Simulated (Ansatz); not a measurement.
[H···H···CH3], doublet along the distance H1-H2

Starting geometry:

```tsv
atom	x (Å)	y (Å)	z (Å)
H	-2.1409	0.0000	0.0000
H	-1.3959	0.0000	0.0000
C	0.2371	0.0000	0.0000
H	0.2371	-1.0800	0.0000
H	0.2371	0.5400	0.9353
H	0.2371	0.5400	-0.9353
```

From there H2 is moved from one fragment to the other while all else, the fragments' distance too, stays fixed; atoms are numbered as listed. Energies are in eV, counted from the starting geometry at the same level.

Basis cc-pVDZ; Ansatz 0.2.0. Correlated methods freeze the noble-gas cores. R marks a restricted (for open shells ROHF) determinant, U an unrestricted one. Active spaces: valence = (9e, 9o) chosen from the atoms' valence shells.

For open shells CISD is restricted-active-space CI with the open shells as a complete middle space. Runs in a small pair space aren't shown, since their orbitals change along the scan.

Full CI isn't at hand for all of this; RCCSDTQ serves as the reference, and is uncertain by about the last step of the cluster series. The frozen core follows each run's orbitals, which can shift R against U totals by a few meV.

```csv
distance H1-H2 (Å),RCCSDTQ,error UMP2,error CISD,error UCCSD(T),error RCCSDT,error NEVPT2 (valence space),error MRCISD+Q (valence space)
0.745,0.000,0.000,0.000,0.000,0.000,0.000,0.000
0.823,0.042,0.020,0.029,0.002,0.000,-0.008,0.000
0.978,0.297,0.049,0.093,0.005,0.002,-0.022,0.000
1.133,0.412,-0.028,0.076,0.004,0.002,-0.024,0.002
1.288,0.541,-0.134,0.018,0.001,0.002,-0.020,0.003
```

Errors are those of relative energies. In total energy the starting point itself misses RCCSDTQ by: UMP2 0.939, CISD 0.386, UCCSD(T) 0.018, RCCSDT 0.004, NEVPT2 (valence space) 0.802, MRCISD+Q (valence space) 0.007 eV.

Spread of the error over the points with a reference, to 1.288 Å (largest less smallest): RCCSDT 0.002, MRCISD+Q (valence space) 0.003, UCCSD(T) 0.005, NEVPT2 (valence space) 0.024, CISD 0.093, UMP2 0.183 eV.
